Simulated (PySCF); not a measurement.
Mapped SMILES: `[CH3:1][C:2]([CH3:3])=[CH:4][CH2:5][F:6]`. Each H is labelled by its parent atom.

How the numbers were obtained: spin–spin couplings from B3LYP/pcJ-1 (spin–dipole term only in couplings to heteroatoms), σ from GIAO-HF/pcSseg-2, geometry from PBE0-D3(BJ)/def2-SVP, in PySCF (relativity neglected, fast rotation and ring inversion assumed for equivalent nuclei, a single conformation, no solvent).

Question: List the cross peaks expected in HSQC, COSY and HMBC spectra.

Answer: 

HSQC (one-bond C–H):
| δH | δC | $^{1}J$(C,H) (Hz) |
| --- | --- | --- |
| 5.60 (H(C4)) | 129.9 (C4) | 162 |
| 4.62 (H(C5)) | 73.9 (C5) | 152 |
| 1.79 (H(C1)) | 26.4 (C1) | 133 |
| 1.71 (H(C3)) | 18.1 (C3) | 133 |

COSY cross peaks (|J| ≥ 2 Hz):
| δH | δH | abs. J (Hz) | bonds |
| --- | --- | --- | --- |
| 5.60 (H(C4)) | 4.62 (H(C5)) | 7.9 | 3 |

HMBC (two and three bonds, |J| ≥ 2.5 Hz):
| δH | δC [abs. J in Hz] |
| --- | --- |
| 5.60 (H(C4)) | 26.4 (C1) [8.4], 18.1 (C3) [8.2] |
| 4.62 (H(C5)) | 148.9 (C2) [5.3], 129.9 (C4) [3.1] |
| 1.79 (H(C1)) | 148.9 (C2) [5.9], 129.9 (C4) [6.6], 18.1 (C3) [4.7] |
| 1.71 (H(C3)) | 148.9 (C2) [5.8], 129.9 (C4) [5.3], 26.4 (C1) [5.0] |

δ = σ(ref) − σ, references computed at the same level: TMS for $^{1}$H (σ = 31.68 ppm) and $^{13}$C (σ = 191.47 ppm).

Short H···H contacts in this conformer between protons four or more bonds apart (candidates for NOE cross peaks, intensity ∝ r⁻⁶): H(C3)···H(C5) 2.00 Å, H(C1)···H(C4) 2.30 Å, H(C1)···H(C3) 2.56 Å.

Common functionals overestimate the size of one-bond C–F couplings by tens of Hz; these are unscaled. Unscaled 3J(H,H) at this level run about 10 % above measured values. Shifts are as computed, not scaled to solution data. Of 1211 compounds with measured shifts, 218 miss one by over three times the rms of a fit or turn the order of signals round; such compounds aren't used in these exercises. Couplings across =CH–CH2 type bonds come from one rotamer and its mirror image, and can be 1–2 Hz further off. Only one conformer was computed, so three-bond couplings in flexible chains and rings are approximate.
